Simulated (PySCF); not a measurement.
# Static response to an electric field

Species: C4H8O.
Atom-mapped SMILES: `[OH:1][CH2:2][CH:3]1[CH2:4][CH2:5]1` (hydrogens: H6 on O1; H7, H8 on C2; H9 on C3; H10, H11 on C4; H12, H13 on C5)

Cartesian coordinates in Å at the GFN2-xTB level; atoms count from 1:
```
atom  x, y, z in Å
O1     2.074   -0.809   -0.619
C2     1.307    0.257   -0.105
C3    -0.147    0.170   -0.510
C4    -1.089   -0.669    0.303
C5    -1.197    0.825    0.333
H6     1.659   -1.637   -0.353
H7     1.386    0.292    0.992
H8     1.764    1.164   -0.513
H9    -0.291    0.175   -1.584
H10   -0.705   -1.164    1.183
H11   -1.855   -1.231   -0.209
H12   -0.878    1.338    1.227
H13   -2.035    1.292   -0.161
```

Level: CAM-B3LYP/def2-SVPD (PySCF), static field, nuclei fixed, core orbitals frozen in the response. The polarisability tensor in these axes (au):

```
x   55.59 -1.35 -2.96
y   -1.35 51.81  0.82
z   -2.96  0.82 47.06
```

Question: Diagonalise the tensor; give its mean and Δα, where Δα² is half the sum of the squared differences of the eigenvalues.

Answer: Principal values 46.11, 51.38 and 56.98 au; mean 51.49 au = 7.63 Å³ = 8.49 × 10⁻⁴⁰ C²·m²/J; Δα = 9.41 au (18 % of the mean).

Question: What is the dipole moment, and where does it point?

Answer: (-1.68, -0.03, 0.83) D, 1.88 D in size, pointing from the negative to the positive side. Measured along this direction, the outermost atoms are O1 at the negative end and H13 at the positive end.

Question: What would n − 1 = 2πNα be for an ideal gas of these molecules at 400 K and 1 atm, electronic part alone?

Answer: N = p/kT = 1.8347 × 10¹⁹ cm⁻³, so n − 1 = 2π × N × 7.63 × 10⁻²⁴ cm³ = 880 × 10⁻⁶ at long wavelengths.

Question: Give the eigenvalues of the traceless quadrupole moment Θ = ½Σq(3rr − r²1), origin at the centre of nuclear charge.

Answer: -8.34, 2.95, 5.39 D·Å. The values depend on the origin, since the dipole doesn't vanish. The electronic extent ⟨r²⟩ about the same centre is 468 bohr², a root-mean-square distance of 1.81 Å for the 40 electrons.

Question: In a dilute gas of rigid molecules at 298 K, how does the orientational term μ²/3kT compare with the electronic polarisability?

Answer: In Gaussian units μ²/3kT = 28.53 Å³ against 7.63 Å³, a ratio of 3.74; the Debye molar polarisation (4π/3)N_A(α + μ²/3kT) is 91.2 cm³/mol, leaving out the vibrational part.

Question: Estimate the molar refractivity from the static electronic polarisability.

Answer: Lorentz–Lorenz: R = (4π/3)N_A α = 2.5225 cm³/(mol·Å³) × 7.63 Å³ = 19.2 cm³/mol, in the limit of long wavelengths.

Isolated species at its GFN2-xTB geometry (one conformer only).

These values come from a run that also computed excited states. The run took 19 s of wall time on one thread, Arm Neoverse V1, no GPU, shared host.
